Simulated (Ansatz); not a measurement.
# SiO+ (quartet): wave-function methods side by side at distance Si1–O2 = 3.684 Å, 6-31G

Aim: climb from Hartree-Fock through coupled cluster and multireference methods for SiO+ (quartet) at one geometry and basis, and see what each rung misses.

Program: Ansatz 0.2.0, Gaussian basis. Level of theory: 6-31G, core rule «outside noble gas», up to 6 orbitals frozen. These are calculated values, not measurements.

Plan: UHF; CCSD(T) on ROHF; CCSD(T) on UHF; BCCD(T) on ROHF; CISD; CCSDT(Q) on ROHF; CCSDT(Q) on UHF; CISDTQ; CCSDTQ on ROHF; CCSDTQ on UHF; CASSCF and MRCISD+Q, 5 electrons in 5 orbitals; CASSCF and NEVPT2, 5 electrons in 5 orbitals; CASSCF and MRCISD+Q, 9 electrons in 8 orbitals; CASSCF and NEVPT2, 9 electrons in 8 orbitals; Full CI.

19 further runs of the same task are left out: 12 that didn't finish, 7 set aside as unsound or not needed.

**1. The system**

The geometry derives from a PBE0/def2-TZVP stationary point (not a proven minimum). One bond is set to the value named and the two fragments are kept rigid.

2 atoms, charge 1, spin multiplicity 4.

Atoms are counted from 1 here; the program's logs count them from 0.

No contacts short enough for the rule that draws bonds.

As a file:

```xyz
2
OSi
Si    0.0000    0.0000    0.0000
O     0.0000    0.0000    3.6840
```

**2. UHF**

File in.yaml:

```yaml
crystal:
  periodic: [false, false, false]
  atoms:
    - {symbol: Si, position_ang: [0.000000, 0.000000, 0.000000]}
    - {symbol: O, position_ang: [0.000000, 0.000000, 3.684000]}
basis:
  gaussian: {orbitals: 6-31G}
total_charge: 1
magnetization: {spin_polarized: true, initial_magnetization: 3}
hamiltonian: {xc: hf}
output: {orbitals: {seedname: orbitals}}
```

Launch:

```
$ ansatz run in.yaml --threads 1 --pin off --events-out ev --progress --plain --max-ram 2393MiB
```

The runs that follow: CCSD(T) on ROHF; CCSD(T) on UHF; BCCD(T) on ROHF; CISD; CCSDT(Q) on ROHF; CCSDT(Q) on UHF; CISDTQ; CCSDTQ on ROHF; CCSDTQ on UHF; CASSCF and MRCISD+Q, 5 electrons in 5 orbitals; CASSCF and NEVPT2, 5 electrons in 5 orbitals; CASSCF and MRCISD+Q, 9 electrons in 8 orbitals; CASSCF and NEVPT2, 9 electrons in 8 orbitals; Full CI.

Before running them: what should the planned runs give, taken together? Wanted: FCI below the RHF energy; RMP2 from FCI; UMP2 from FCI; RCCSD from FCI; RCCSD(T) from FCI; UCCSD(T) from FCI; RCCSDT(Q) from FCI; UCCSDT(Q) from FCI; NEVPT2 pair from FCI.

The runs gave:

| quantity | value |
| --- | --- |
| FCI below the RHF energy | -2.5115 eV |
| RMP2 from FCI | +58.9 kJ/mol |
| UMP2 from FCI | +56.6 kJ/mol |
| RCCSD from FCI | +1.7 kJ/mol |
| RCCSD(T) from FCI | +0.5 kJ/mol |
| UCCSD(T) from FCI | +0.3 kJ/mol |
| RCCSDT(Q) from FCI | 0.0 kJ/mol |
| UCCSDT(Q) from FCI | -0.1 kJ/mol |
| NEVPT2 pair from FCI | +50.6 kJ/mol |
| NEVPT2 valence from FCI | +51.2 kJ/mol |
| MRCISD+Q valence from FCI | +0.9 kJ/mol |
| levels within 1 kcal/mol (43 meV) | RCCSD, UCCSD, RCCSD(T), UCCSD(T), BCCD(T), RCCSDT, UCCSDT, CISDTQ, RCCSDT(Q), UCCSDT(Q), RCCSDTQ, UCCSDTQ, MRCISD+Q valence |
| T1 diagnostic | 0.013 |
| effectively unpaired electrons | 3.04 |

In words: RCCSD(T) misses by +0.5 kJ/mol, 0.2 % of the correlation energy. One determinant dominates. Of the multireference levels listed MRCISD+Q valence comes nearest in total energy (+0.9 kJ/mol), which doesn't show that its space is the better one. These misses are within one basis, not against nature; the frozen cores of restricted and unrestricted runs differ, which can shift their rows.
